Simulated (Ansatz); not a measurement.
**What a change of settings does to a run on NiO**

The cell was built from the rocksalt type and relaxed in the same program, and has space group Fm-3m; it needn't be a known or the stable phase.

First run: DFT, LDA, all-electron LAPW, scalar-relativistic (Ansatz 0.2.0).

Command: `ansatz run input.yaml --threads 1 --pin off --max-ram 3072MiB --backend cpu --events-out ev --progress --plain --runs-dir out` The run took about 130 s on 1 thread of a shared machine.

```yaml
crystal:
  lattice:
    - [0.0, 2.1084809203, 2.1084809203]
    - [2.1084809203, 0.0, 2.1084809203]
    - [2.1084809203, 2.1084809203, 0.0]
  atoms:
    - { symbol: Ni, position: [0.0, 0.0, 0.0], spin: 1.5 }
    - { symbol: O, position: [0.5, 0.5, 0.5] }
magnetization:
  spin_polarized: true
kpoints:
  mp_grid: { grid: [16, 16, 16] }
  band_path:
    path:
      - [0.0, 0.0, 0.0]
      - [0.5, 0.0, 0.5]
      - [0.625, 0.25, 0.625]
      - [0.375, 0.375, 0.75]
      - [0.0, 0.0, 0.0]
      - [0.5, 0.5, 0.5]
      - [0.5, 0.25, 0.75]
      - [0.5, 0.0, 0.5]
    npoints: 5
scf:
  occupations: { method: fermi_dirac, width: 0.03 }
hamiltonian:
  xc: lda
  pseudopotentials: { kind: all_electron, lapw: { basis_error: 0.001 } }
output:
  forces: true
  stress: true
  eigenvalues: true
```

Result: converged; pressure -24.8 GPa; moment 0.16 μB; 29 SCF iterations.

Semilocal functionals without U often leave such compounds metallic or with too small a gap, and the real magnetic order may differ.

A second run of a changed input logged this at its end:

```
Error: YAML parse error: `scf.occupations.method` is required: fixed only where the cell keeps a band gap throughout the run, explicit beside scf.occupations.values (under evaluate: without them), else a smearing such as fermi_dirac (scf.occupations.width is optional; its entry in the input reference gives the default)
```

**Question.** What was wrong with the input?

**Answer.** No occupation method, by this change (others could give a like log):
```diff
@@ -23,5 +23,5 @@
     npoints: 5
 scf:
-  occupations: { method: fermi_dirac, width: 0.03 }
+  max_iter: 75
 hamiltonian:
   xc: lda
```
